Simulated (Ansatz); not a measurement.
Reaction (SMILES): F atom → [F-] (an electron is taken up)
B3LYP-D3(BJ)/def2-TZVP geometries, fixed; electronic energies without zero-point terms; positive where energy is released.
Largest species:
```xyz
1

F      0.0000     0.0000     0.0000
```
Charge 0, spin multiplicity 2.

Basis-set convergence of the adiabatic electron affinity at B3LYP with Ansatz (a program for electronic structure). Cartesian d functions, on some or all atoms, in 6-31G**, 6-31+G*; all else is spherical. The program fits the integrals of some runs and decomposes those of others, by size. Open shells are unrestricted. No added dispersion term, no relativity. Functions are those of the species that has most. Reference: the value in aug-cc-pV5Z, 3.527 eV, itself unsure by roughly 0.004 eV (its mean distance from aug-pcseg-3, aug-cc-pVQZ, def2-QZVPPD).

| basis | functions | adiabatic electron affinity (eV) |
|---|---|---|
| pcseg-0 | 9 | … |
| def2-SVP | 14 | 1.316 |
| pcseg-1 | 14 | 2.050 |
| 6-31G** | 15 | … |
| 6-31+G* | 19 | 3.513 |
| aug-cc-pVDZ | 23 | 3.561 |
| aug-pcseg-1 | 23 | … |
| cc-pVTZ | 30 | … |
| pcseg-2 | 30 | 3.162 |
| 6-311++G(3df,3pd) | 39 | 3.456 |
| jun-cc-pV(T+d)Z | 39 | 3.533 |
| def2-TZVPPD | 40 | 3.534 |
| cc-pVQZ | 55 | 2.865 |
| def2-QZVPP | 57 | 3.259 |
| pcseg-3 | 60 | 3.455 |
| aug-cc-pVQZ | 80 | 3.526 |
| aug-pcseg-3 | 85 | 3.535 |
| aug-cc-pV5Z | 127 | 3.527 |

Fill in the missing entries.


- pcseg-0, adiabatic electron affinity (eV): 0.256
- 6-31G**, adiabatic electron affinity (eV): 1.049
- aug-pcseg-1, adiabatic electron affinity (eV): 3.622
- cc-pVTZ, adiabatic electron affinity (eV): 2.376
